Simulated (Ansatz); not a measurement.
This geometry of C$_{2}$HSi (4 atoms, charge 0, multiplicity 2) is a first-order saddle point.

These are results of Ansatz 0.2.0, UKS B3LYP/def2-SVP, not measurements.

```xyz
4
Properties=species:S:1:pos:R:3
C -0.318 -0.440 0.721
C 0.950 -0.399 0.952
Si 0.465 0.476 -0.753
H -1.098 0.363 -0.920
```

(1) Which two structures does it join? (They come from a converged band through this point; their orientation in space is the band's.)

(2) How far does it lie above each of them?

## Answers

(1) Bonds broken: Si3–H4. Bonds formed: C1–H4.

Image 0:

```xyz
4
Properties=species:S:1:pos:R:3
C -0.124 -0.169 1.255
C 0.877 -0.685 0.674
Si 0.095 0.618 -0.403
H -0.848 0.236 -1.526
```

Image 10:

```xyz
4
Properties=species:S:1:pos:R:3
C -0.307 -0.181 -0.189
C 0.548 -0.591 0.717
Si 0.920 1.189 0.301
H -1.160 -0.417 -0.829
```

(2) 0.76 eV above the first and 2.61 eV above the second. This is the barrier of this one path; another mechanism may lie lower.

The run took 4.7 min on 1 CPU thread of a shared host.
